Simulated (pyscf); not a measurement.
5 gas-phase steps of one pattern: four-centre exchange on the singlet surface, C–F + H–Si broken and C–H + F–Si formed. Single points on ωB97X-D3(BJ)/def2-SVP structures (PySCF, gas phase). Electronic energies in eV, from the separated reactants; ΔE‡ at ωB97M-D3(BJ)/def2-TZVP, beside the barrier at PBE/def2-TZVP on the same structures. Rows were drawn at random from the steps of this pattern with a verified saddle, stable references and no exit in the data more than 5 kcal/mol lower.

```
row                                                                                                                  step  ΔE‡(PBE)   ΔE‡
---  --------------------------------------------------------------------------------------------------------------------  --------  ----
1                                                                                   SiH₄ + F–CH₂–SiH₃ → F–SiH₃ + H₃C–SiH₃      2.11  2.47
2                                                            H₃Si–O–SiH₂–O–SiH₃ + F–CH₂–F -> F–SiH(O–SiH₃)–O–SiH₃ + H₃C–F      2.55  2.86
3    cyclic H₆O₃Si₃ (SMILES O1[SiH2]O[SiH2]O[SiH2]1) + F–CH₂–F → cyclic H₅FO₃Si₃ (SMILES F[SiH]1O[SiH2]O[SiH2]O1) + H₃C–F      2.54  2.85
4                                                                      F–SiH₂–O–SiH₃ + F–CH₂–F -> F–SiH(F)–O–SiH₃ + H₃C–F      2.48  2.76
5                                                                           H₃Si–O–SiH₃ + F–CH₂–F → F–SiH₂–O–SiH₃ + H₃C–F      2.54     ?
```

**Question.** Fit ΔE‡ = a + b·ΔE‡(PBE) to the other rows and predict row 5.

**Answer.** Over the 4 complete rows the means are +2.42 (ΔE‡(PBE)) and 2.73 (ΔE‡); least squares gives b = 0.87 and a = 0.63 eV, with residuals of 0.02 eV (root mean square; largest 0.03, row 4). For row 5: 0.63 + 0.87 × (+2.54) = 2.84 eV. The computed barrier is 2.90 eV, 0.06 over the line. The line follows the complete rows closely but misses this one by more than their scatter. Each barrier is that of the saddle found.
